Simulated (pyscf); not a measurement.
H₃C–O–SiH₃ (SMILES CO[SiH3]) + H₂O (SMILES O) → H₃C–OH (SMILES CO) + HO–SiH₃ (SMILES O[SiH3]) (four-centre exchange; singlet surface; C–O, H–O broken, C–O, H–O formed). PySCF, gas phase, ωB97X-D3(BJ)/def2-SVP geometries. Energies in kcal/mol from the separated reactants.

| level | barrier | reaction energy |
|---|---|---|
| ωB97X-D3(BJ)/def2-TZVP | 73.6 | +0.8 |
| PBE/def2-TZVP | 60.4 | -0.3 |
| r²SCAN/def2-TZVP | 64.3 | +0.1 |
| PBE0-D3(BJ)/def2-TZVP | 69.8 | +0.3 |
| ωB97M-D3(BJ)/def2-TZVP | (withheld) | (withheld) |
| HF/def2-TZVP | (withheld) | -0.5 |

Problem. What belongs in the gaps?

Solution. 
- ωB97M-D3(BJ)/def2-TZVP, barrier: 71.0
- ωB97M-D3(BJ)/def2-TZVP, reaction energy: +0.3
- HF/def2-TZVP, barrier: 93.3

The functionals in the table span 13.1 kcal/mol in this barrier, from PBE to ωB97X-D3(BJ)/def2-TZVP. On the reactant side the descent ends in a complex (not fully relaxed), 5.2 kcal/mol under the separated species and 78.7 kcal/mol under the saddle at ωB97X-D3(BJ)/def2-TZVP. On the product side the descent ends in a complex (not fully relaxed), 7.4 kcal/mol under the separated species and 80.2 kcal/mol under the saddle at ωB97X-D3(BJ)/def2-TZVP. H₃C–O–SiH₃ lies 23.7 kcal/mol over its isomer H₃C–SiH₂–OH (electronic energy, ωB97M-D3(BJ)/def2-TZVP). This is the saddle that the search found; another between the same sides may lie lower.
